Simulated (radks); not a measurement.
# Valence configurations of N³⁺

NIST gives [He] 2s2 as the ground configuration of N³⁺. Does this level of theory agree? Several fillings of the valence shells are run.

Program: radks (a radial shooting solver on a logarithmic mesh, Libxc functionals) version 1. Level of theory: non-relativistic Kohn-Sham, r2SCAN, spin-polarised, spherical densities, point nucleus; open shells are filled with parallel spins first. These are calculated values, not measurements, unless marked.

**1. The atom as given**

```
element       : nitrogen (Z = 7)
charge        : +3
electrons     : 4
configuration : [He] 2s2
others tried  : 2s1 2p1; 2s1.5 2p0.5; 2s0.5 2p1.5; 2p2
```

Outer shells as boxes (Hund's rule):

N³⁺
```
[He] core
2s [↑↓]
```

**2. [He] 2s2**

Settings of this run:

```text
Z 7
configuration [He] 2s2
relativity non-relativistic
functional r2scan,r2scan
spin polarised
nucleus point
```

**3. [He] 2s1 2p1**

Settings of this run:

```text
Z 7
configuration [He] 2s1 2p1
relativity non-relativistic
functional r2scan,r2scan
spin polarised
nucleus point
```

**4. [He] 2s1.5 2p0.5**

Settings of this run:

```text
Z 7
configuration [He] 2s1.5 2p0.5
relativity non-relativistic
functional r2scan,r2scan
spin polarised
nucleus point
```

**5. [He] 2s0.5 2p1.5**

Settings of this run:

```text
Z 7
configuration [He] 2s0.5 2p1.5
relativity non-relativistic
functional r2scan,r2scan
spin polarised
nucleus point
```

**6. [He] 2p2**

Settings of this run:

```text
Z 7
configuration [He] 2p2
relativity non-relativistic
functional r2scan,r2scan
spin polarised
nucleus point
```

Before running it: what results should come out? Wanted: for each run, valence; E − E(NIST configuration); moment; highest level; its energy; 1s shift.

**Answer**, as computed:

| valence | E − E(NIST configuration) (eV) | moment (μB) | highest level | its energy (eV) | 1s shift (eV) |
| --- | --- | --- | --- | --- | --- |
| 2s2 | 0.000 | 0 | 2s | -68.477 | +0.00 |
| 2s1.5 2p0.5 | 5.044 | 1 | 2p up | -57.671 | +0.21 |
| 2s1 2p1 | 7.408 | 2 | 2p up | -58.571 | +0.94 |
| 2s0.5 2p1.5 | 13.548 | 2 | 2p up | -58.304 | +1.62 |
| 2p2 | 19.594 | 2 | 2p up | -57.968 | +2.40 |

**Reading.** The NIST configuration is the lowest of those tried, 5.044 eV under 2s1.5 2p0.5. The energies are those of spherical high-spin densities, not of single terms. The 1s eigenvalue shifts by up to 2.40 eV as the valence charge is rearranged.
